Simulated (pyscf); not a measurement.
Optimised with ωB97X-D3(BJ)/def2-SVP in PySCF.

Task: How much does it cost (ΔH, 298 K, ωB97M-D3(BJ)/def2-TZVP) to split O=VH(Cl)–Cl at its H–V bond into [O=V(Cl)–Cl]• + H•?

Result: H–V to [O=V(Cl)–Cl]• + H•: 177.6 kJ/mol. The 7 functionals that were run give +139.2 (M06-2X) to +216.8 kJ/mol (PBE). The radicals are drawn with the spin at the cut bond; how far it spreads was not checked. Other isomers of [O=V(Cl)–Cl]• were not searched in full and may lie lower. Open-shell species with a d-block atom are single-reference here; other states, and whether the spin sits on metal or ligand, were not checked.
